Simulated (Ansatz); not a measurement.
A nudged elastic band was laid between two geometries of CH4BN (7 atoms, charge 0, multiplicity 1).

Computed with RKS PBE/def2-SVP (Ansatz).

- movable images: 7
- climbing image: yes
- spring: 5.0 eV/Å²
- optimiser: quadratic models (default)
- start path: IDPP
- force threshold: 0.03 eV/Å
- iteration limit: 60
- end points: relaxed

Initial state:

```xyz
7
Properties=species:S:1:pos:R:3
B -1.123 0.380 -0.549
N 0.048 -0.023 0.012
C 1.130 -0.396 0.531
H -1.561 -0.237 -1.504
H -1.699 1.346 -0.081
H 1.155 -1.138 1.360
H 2.111 0.000 0.185
```

Final state:

```xyz
7
Properties=species:S:1:pos:R:3
B -1.123 0.380 -0.549
N 0.048 -0.023 0.012
C 1.130 -0.396 0.532
H -1.561 -0.237 -1.504
H -1.699 1.346 -0.081
H 2.111 0.000 0.186
H 1.155 -1.138 1.360
```

**Question.** What changes between the two ends?

**Answer.** No bond is made or broken.  The two ends are copies of one structure, up to a mirror image or an exchange of like atoms.

**Question.** What energy profile does the band end with?

**Answer.** The forces met the threshold. The highest image is number 4 of 0 to 8, 1.13 eV above the ends, which have the same energy within 2 meV. A vibrational analysis at the climbing image gives one clearly imaginary mode, 420i cm⁻¹: a first-order saddle point.

| image | path coordinate (Å) | energy (eV) |
| --- | --- | --- |
| 0 | 0.00 | 0.00 |
| 1 | 0.55 | 0.16 |
| 2 | 1.09 | 0.58 |
| 3 | 1.64 | 0.99 |
| 4 | 2.18 | 1.13 |
| 5 | 2.73 | 0.99 |
| 6 | 3.28 | 0.58 |
| 7 | 3.82 | 0.16 |
| 8 | 4.37 | 0.00 |

**Question.** What is the geometry of the highest image?

**Answer.** 
```xyz
7
Properties=species:S:1:pos:R:3
B -1.001 0.273 -0.542
N -0.126 -0.798 -0.062
C 0.966 -0.430 0.503
H -2.050 -0.018 -1.085
H -0.679 1.449 -0.396
H 1.685 -1.186 0.897
H 1.267 0.643 0.639
```

**Question.** What are the harmonic wavenumbers there?

**Answer.** 420i, 381, 385, 936, 1012, 1031, 1104, 1175, 1235, 1445, 1673, 2450, 2582, 2867, 2995 cm⁻¹.

The band took 17 iterations and about 2.2 core-minutes.

Run time: 2.2 min on 1 thread of Arm Neoverse V1 (shared host), peak memory 0.11 GiB.
